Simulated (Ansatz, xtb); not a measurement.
**Isomers of HNOP in order of energy**

3 gas-phase structures of HNOP, found in a search over its isomers (lower ones may exist). Each was relaxed with GFN2-xTB; where two conformers were screened, the lower at r2SCAN-D4/def2-SVP is listed:

A. `N1O[P]1`, a doublet
B. `[NH]P=O`, a doublet
C. `[N]=PO`, a doublet

Q: Estimate their order in r2SCAN-D4/def2-SVP energy at these geometries, lowest first.

A: Calculated order at r2SCAN-D4/def2-SVP: B (0.0), C (14.4), A (143.7) kJ/mol. CCSD(T)/def2-TZVPP after further relaxation puts C lowest instead.

Energies above the lowest of each column, in kJ/mol; the last columns are at PBE0-D4/def2-TZVP geometries and were run for some of them only (a dash: not run or not comparable):

```
structure  GFN2-xTB  HF/STO-3G  r2SCAN-D4/def2-SVP  PBE0-D4/def2-TZVP  CCSD(T)/def2-TZVPP
        B       0.0       20.8                 0.0                0.0                41.9
        C      53.4        0.0                14.4                9.8                 0.0
        A      88.9       51.7               143.7                  –                   –
```

CCSD(T)/def2-TZVPP puts C lowest of those it was run on; GFN2-xTB picks B, r2SCAN-D4/def2-SVP picks B, PBE0-D4/def2-TZVP picks B. CCSD(T)/def2-TZVPP orders those it was run on as C (0.0), B (41.9) kJ/mol. Flexible structures stand in one conformer each, not always the lowest. Frequencies (PBE0-D4/def2-TZVP) were run for B, C alone. Open shells are spin-unrestricted, some with notable spin contamination. Large T1 diagnostics make some coupled-cluster values less sure.

Programs: Ansatz 0.2.0, xtb 6.7.1.
